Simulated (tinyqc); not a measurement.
Worked calculation: CIS and TDHF on RHF in the sto-3g basis, for H2O, spin multiplicity 1. One step of it, computed by the program tinyqc.

Problem. CIS matrix, singlets. A(ia,jb) = (e_a - e_i) d_ij d_ab + 2 (ia|jb) - (ij|ab).

orbital energies (hartree): MO1 -20.246576, MO2 -1.229966, MO3 -0.584820, MO4 -0.435275, MO5 -0.384965, MO6 0.526735, MO7 0.667854

Two-electron integrals over orbitals (pq|rs), unique and non-zero (hartree):
```
(11|11) 4.745650    (21|11) -0.422868   (21|21) 0.059673    (22|11) 1.011065
(22|21) -0.014242   (22|22) 0.722787    (31|31) 0.010560    (32|31) 0.017033
(32|32) 0.137874    (33|11) 0.775643    (33|21) -0.004503   (33|22) 0.627124
(33|33) 0.610484    (41|11) 0.171685    (41|21) -0.021855   (41|22) 0.013887
(41|33) 0.005854    (41|41) 0.026065    (42|11) -0.137124   (42|21) 0.008491
(42|22) -0.010850   (42|33) 0.005688    (42|41) 0.019271    (42|42) 0.128344
(43|31) -0.002753   (43|32) 0.025353    (43|43) 0.050463    (44|11) 0.974548
(44|21) -0.012393   (44|22) 0.672141    (44|33) 0.581299    (44|41) -0.010302
(44|42) -0.101747   (44|44) 0.748556    (51|51) 0.026004    (52|51) 0.032854
(52|52) 0.147443    (53|53) 0.027288    (54|51) -0.012473   (54|52) -0.044832
(54|54) 0.052029    (55|11) 1.115347    (55|21) -0.011922   (55|22) 0.750238
(55|33) 0.612712    (55|41) 0.004796    (55|42) -0.073839   (55|44) 0.713804
(55|55) 0.880159    (61|11) -0.220620   (61|21) 0.033221    (61|22) -0.001937
(61|33) 0.000246    (61|41) 0.001111    (61|42) 0.020375    (61|44) -0.017319
(61|55) -0.005885   (61|61) 0.028287    (62|11) 0.288756    (62|21) -0.006563
(62|22) 0.136885    (62|33) 0.068825    (62|41) 0.018393    (62|42) 0.026268
(62|44) 0.078149    (62|55) 0.150891    (62|61) 0.007789    (62|62) 0.097658
(63|31) 0.002691    (63|32) -0.041839   (63|43) -0.034131   (63|63) 0.076016
(64|11) 0.241200    (64|21) -0.002770   (64|22) 0.109994    (64|33) 0.044740
(64|41) 0.002277    (64|42) -0.036349   (64|44) 0.126954    (64|55) 0.130928
(64|61) -0.000598   (64|62) 0.062458    (64|64) 0.080048    (65|51) 0.014633
(65|52) 0.056034    (65|54) 0.001802    (65|65) 0.036413    (66|11) 0.783095
(66|21) -0.007162   (66|22) 0.598833    (66|33) 0.557924    (66|41) 0.019519
(66|42) 0.054635    (66|44) 0.543767    (66|55) 0.579326    (66|61) 0.008357
(66|62) 0.092090    (66|64) 0.047497    (66|66) 0.585959    (71|31) 0.014788
(71|32) 0.022514    (71|43) -0.003968   (71|63) 0.003251    (71|71) 0.020752
(72|31) 0.014369    (72|32) 0.048362    (72|43) -0.031348   (72|63) 0.032481
(72|71) 0.019127    (72|72) 0.065452    (73|11) 0.367436    (73|21) -0.007180
(73|22) 0.153080    (73|33) 0.089403    (73|41) -0.000449   (73|42) -0.075103
(73|44) 0.154685    (73|55) 0.197005    (73|61) -0.006201   (73|62) 0.073675
(73|64) 0.087763    (73|66) 0.040567    (73|73) 0.154823    (74|31) -0.008721
(74|32) -0.074057   (74|43) -0.004951   (74|63) 0.050189    (74|71) -0.012117
(74|72) -0.017491   (74|74) 0.068616    (75|53) 0.023885    (75|75) 0.025075
(76|31) 0.008493    (76|32) 0.094205    (76|43) 0.055296    (76|63) -0.068681
(76|71) 0.011476    (76|72) -0.005738   (76|74) -0.058746   (76|76) 0.115837
(77|11) 0.859651    (77|21) -0.009326   (77|22) 0.617223    (77|33) 0.595760
(77|41) 0.003829    (77|42) -0.018032   (77|44) 0.596510    (77|55) 0.619602
(77|61) -0.004630   (77|62) 0.065869    (77|64) 0.047265    (77|66) 0.556377
(77|73) 0.098136    (77|77) 0.609662
```

Give: CIS matrix A, singlet.

Solution.

CIS matrix A, singlet (hartree):
```
        1>6     1>7    2>6     2>7     3>6     3>7     4>6     4>7
1>6  20.047   0.000  0.023   0.000   0.000  -0.021  -0.021   0.000
1>7   0.000  20.096  0.000   0.048  -0.002   0.000   0.000  -0.028
2>6   0.023   0.000  1.353   0.000   0.000   0.053   0.070   0.000
2>7   0.000   0.048  0.000   1.412  -0.029   0.000   0.000  -0.017
3>6   0.000  -0.002  0.000  -0.029   0.706   0.000   0.000   0.045
3>7  -0.021   0.000  0.053   0.000   0.000   0.967   0.120   0.000
4>6  -0.021   0.000  0.070   0.000   0.000   0.120   0.578   0.000
4>7   0.000  -0.028  0.000  -0.017   0.045   0.000   0.000   0.644
5>6   0.000   0.000  0.000   0.000   0.000   0.000   0.000   0.000
5>7   0.000   0.000  0.000   0.000   0.000   0.000   0.000   0.000

       5>6    5>7
1>6  0.000  0.000
1>7  0.000  0.000
2>6  0.000  0.000
2>7  0.000  0.000
3>6  0.000  0.000
3>7  0.000  0.000
4>6  0.000  0.000
4>7  0.000  0.000
5>6  0.405  0.000
5>7  0.000  0.483
```
